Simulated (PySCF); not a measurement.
**Working out the ionisation energy of N**

N [He] 2s2 2p3 (4S) → N+ [He] 2s2 2p2 (3P). Calculation: PySCF 2.14, in cc-pV5Z (6s5p4d3f2g1h, 91 functions); the non-relativistic Hamiltonian (point nucleus). Frozen: 1s2. Energies in hartree (1 hartree = 27.21139 eV):

| part | N (lower) | N+ (upper) |
| --- | --- | --- |
| UHF | -54.404442 | -53.893856 |
| MP2 opposite-spin | -0.075259 | -0.065873 |
| MP2 same-spin | -0.031830 | -0.014306 |

Q: What does Hartree-Fock give?

A: (-53.893856) − (-54.404442) = 0.510586 hartree = 13.894 eV.

Q: What do MP2 and SCS-MP2 (6/5 opposite-spin, 1/3 same-spin) give?

A: The opposite-spin parts differ by 0.255 eV and the same-spin parts by 0.477 eV. MP2: 13.894 + (0.255) + (0.477) = 14.626 eV. SCS-MP2: 13.894 + 1.2 × (0.255) + (0.477)/3 = 14.359 eV.

Measured between the centres of the two terms (NIST): 14.545 eV, so MP2 (valence) is off by 0.081 eV.

What remains against the reference includes basis incompleteness, the frozen core and correlation beyond second order.
